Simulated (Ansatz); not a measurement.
How far each method lies from UCCSDT(Q) for SbH₄⁻, triplet

Geometry: displaced at random from a stationary point.

```xyz
5

Sb    0.0029    0.0015    0.0004
H     0.1940    1.3038    1.3189
H    -0.6203   -1.3001    1.2649
H    -0.3489    1.2026   -1.3006
H     0.4204   -1.3936   -1.3263
```

Basis def2-SVPD with its core potentials; Ansatz 0.2.0. Only valence electrons are correlated (noble-gas cores and the filled d shells of p-block atoms frozen), which leaves 10 electrons in 55 orbitals. Prefix R: restricted or restricted open-shell reference; prefix U: unrestricted. Active spaces: valence = (10e, 8o) chosen from the atoms' valence shells. No spin–orbit coupling is included; scalar relativity enters through the core potentials alone.

Full CI isn't at hand for all of this; UCCSDT(Q) serves as the reference, and is uncertain by about the last step of the cluster series. The frozen core follows each run's orbitals, which can shift R against U totals by a few meV for light atoms and by up to 0.1 eV past Ca.

```
UHF ⟨S²⟩                          : 2.044
T1 diagnostic (RCCSD)             : 0.0338
largest doubles amplitude (RCCSD) : 0.035
T1 diagnostic (UCCSD)             : 0.0256
```

```csv
level,E − E(UCCSDT(Q)) (meV),share of correlation (%),wall time
UHF,4988,4.29,–
UMP2,1201,76.95,–
UCCSD,200,96.16,–
UCCSD(T),44,99.16,4.1 s
UCCSDT,7,99.87,–
```

The correlation energy at UCCSDT(Q), counted from RHF, is -5.212 eV. That run took 2.6 min on 1 thread of Arm Neoverse V1, shared host.

Run but not shown, since their state or frozen core can't be matched to the reference's or they repeat it: RHF, RMP2, CISD, RCCSD, RCCSD(T), BCCD(T), RCCSDT, RCCSDT(Q), CASSCF (valence space), NEVPT2 (valence space), NEVPT4(SD) (valence space), MRCISD (valence space), MRCISD+Q (valence space).

Times hold each run's SCF and search for its determinant on a shared host, so for small cases they say little of a method's own cost; they ran on 1 thread of Arm Neoverse V1.

Natural occupations of CASSCF (valence space) about the gap: 1.996 1.982 1.974 1.966 1.008 0.999 0.041 0.034; effectively unpaired electrons, Σ n²(2−n)², 2.02.
